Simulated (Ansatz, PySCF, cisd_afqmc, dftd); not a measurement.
Species: CHN, charge 0, singlet. CHN (formonitrile, SMILES C#N).
B3LYP-D3(BJ)/def2-TZVP minimum from Ansatz (a program for electronic structure):
```xyz
3

C      0.0000     0.0000    -0.4969
N      0.0000     0.0000     0.6493
H      0.0000     0.0000    -1.5636
```

Quantity: enthalpy of formation at 298 K (by atomisation, with ideal-gas terms from PySCF's Hessian at B3LYP-D3(BJ)/def2-TZVP and the atoms' measured values of the G2/97 table; no spin-orbit terms), in kcal/mol. Open shells are spin-unrestricted; no spin-orbit coupling. Cores are frozen in correlated methods. Rows without X2C or -DK are non-relativistic. AFQMC/CISD: phaseless, guided by CISD from CCSD amplitudes; bars are statistical, one sigma. Outlying blocks are dropped, and bars are widened where a walk drifts. Over all cases where full CI ran beside it in this data, AFQMC minus full CI had a median of +0.1 mEh and passed +0.4 mEh in a tenth of the cases. CBS(X,Y): correlation extrapolated as X^-3, Hartree-Fock from the larger set (Q,5: extrapolated as (X+1)exp(-9√X)). A bracket is a step between two methods taken in the basis named. Functionals run without relativity, which enters their misses. Double hybrids freeze cores in their MP2 part. '+ core + X2C': CCSD(T) terms for core correlation (cc-pwCVTZ) and scalar relativity (cc-pVTZ-DK). For partners of very few electrons the exact lower level stands in for a higher one.

Measured: 30.9 kcal/mol, 129.3 kJ/mol (Active Thermochemical Tables 1.112 (ions: stationary electron), as tabulated in the package chemicals); atomic spin-orbit terms, which the calculations lack, would raise the computed values.

| level | program | enthalpy of formation at 298 K (kcal/mol) | error against that value |
|---|---|---|---|
| HF/cc-pVQZ | Ansatz | 144.5 | 113.6 |
| HF/cc-pV5Z | Ansatz | 144.4 | 113.5 |
| PBE0-D3(BJ)/def2-TZVPD | Ansatz + dftd3 | 33.0 | 2.1 |
| r2SCANh-D4/def2-TZVPD | Ansatz + dftd4 | 41.0 | 10.1 |
| CAM-B3LYP-D4/def2-TZVPD | Ansatz + dftd4 | 31.4 | 0.5 |
| B2PLYP/def2-TZVPD | Ansatz | 32.1 | 1.2 |
| CCSD(T)/cc-pVDZ | Ansatz | 62.3 | 31.4 |
| CCSDT(Q)/cc-pVDZ | Ansatz | 61.6 | 30.7 |
| CCSDT(Q)/cc-pVQZ | Ansatz | 36.7 | 5.8 |
| AFQMC/CISD/cc-pVQZ | cisd_afqmc | 36.8 ± 0.3 | 5.9 |
| CCSD(T)/CBS(cc-pVQZ,cc-pV5Z) + [CCSDT(Q) - CCSD(T)]/cc-pVQZ + core + X2C | Ansatz | 31.2 | 0.3 |
| CCSD(T)/CBS(cc-pVQZ,cc-pV5Z) + [CCSDT(Q) - CCSD(T)]/cc-pVQZ + [CCSDTQ - CCSDT(Q)]/cc-pVDZ + core + X2C | Ansatz | 31.3 | 0.4 |
